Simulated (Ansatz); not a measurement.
# SiH2 (triplet): wave-function methods side by side, def2-QZVPP

One table from this session's results is given with a row withheld; the runs are named, their logs left out.

Method: def2-QZVPP, core rule «outside noble gas», up to 5 orbitals frozen; program: Ansatz 0.2.0, Gaussian basis.

The runs, in order: UHF; ROHF; CCSD(T) on UHF.

2 further runs of the same task are left out: 2 set aside as unsound or not needed.

### The geometry

The geometry is a PBE0/def2-TZVP stationary point (not a proven minimum) of the parent state, kept for this charge and spin.

3 atoms, charge 0, spin multiplicity 3.

Atoms are counted from 1 here; the program's logs count them from 0.

Bond lengths: Si1–H2 1.526 Å, Si1–H3 1.526 Å. Angles: H2–Si1–H3 91.2°.

The first run:

Contents of in.yaml:

```yaml
crystal:
  periodic: [false, false, false]
  atoms:
    - {symbol: Si, position_ang: [0.000000, -0.071477, 0.000000]}
    - {symbol: H, position_ang: [0.000000, 0.995827, -1.090012]}
    - {symbol: H, position_ang: [0.000000, 0.995827, 1.090012]}
basis:
  gaussian: {orbitals: "def2-QZVPP.json"}
magnetization: {spin_polarized: true, initial_magnetization: 2}
hamiltonian: {xc: hf}
output: {orbitals: {seedname: orbitals}}
```

The run is started by

```
> ansatz run in.yaml --threads 1 --pin off --events-out ev --progress --plain --max-ram 4096MiB --backend cpu
```

Among the steps run: UHF; ROHF; CCSD(T) on UHF.

One table of the session follows, with a row left open; its other results are not shown here.

| method | from UCCSD(T) (kJ/mol) |
| --- | --- |
| ROHF | +326.7 |
| UHF | +321.6 |
| UMP2 | +66.4 |
| UCCSD | ? |
| UCCSD(T) | 0 |

**Question.** Estimate the row for UCCSD.

The run gave: from UCCSD(T) (kJ/mol): +10.2. In the column «from UCCSD(T) (kJ/mol)» it lies between UCCSD(T) (0) and UMP2 (+66.4).
